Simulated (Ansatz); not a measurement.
Total energies of the cluster C2H3⁺ (the lowest singlet isomer of a short search) from Ansatz at PBE-D4/def2-TZVP, gas phase (1 Eh = 27.2114 eV = 2625.5 kJ/mol). The reference geometry is relaxed at PBE0-D4/def2-TZVP.

Cartesian coordinates in Å:
```
C -0.309 -0.188 -0.327
C 0.484 0.293 0.513
H 1.170 0.711 1.240
H -1.026 -0.979 -0.053
H -0.318 0.164 -1.372
```

| state | geometry | energy (Eh) |
| --- | --- | --- |
| charge 1 singlet | reference | -77.50271 |
| charge 0 doublet | reference | -77.81157 |
| charge 1 triplet | relaxed at PBE0-D4/def2-TZVP | -77.43037 |
| charge 1 quintet | relaxed at PBE0-D4/def2-TZVP | -77.21589 |

(1) Work out the vertical electron affinity, to the doublet.

(2) Which of the charge 1 states is lowest, and how far above it are the others?

(1) E(charge 1 singlet) − E(charge 0 doublet) = -77.50271 − (-77.81157) = 0.30886 Eh = 8.40 eV.

(2) The singlet. triplet: -77.43037 − (-77.50271) = 0.07234 Eh = 189.9 kJ/mol; quintet: -77.21589 − (-77.50271) = 0.28682 Eh = 753.0 kJ/mol.

The structure comes from a short search, and lower isomers may exist.
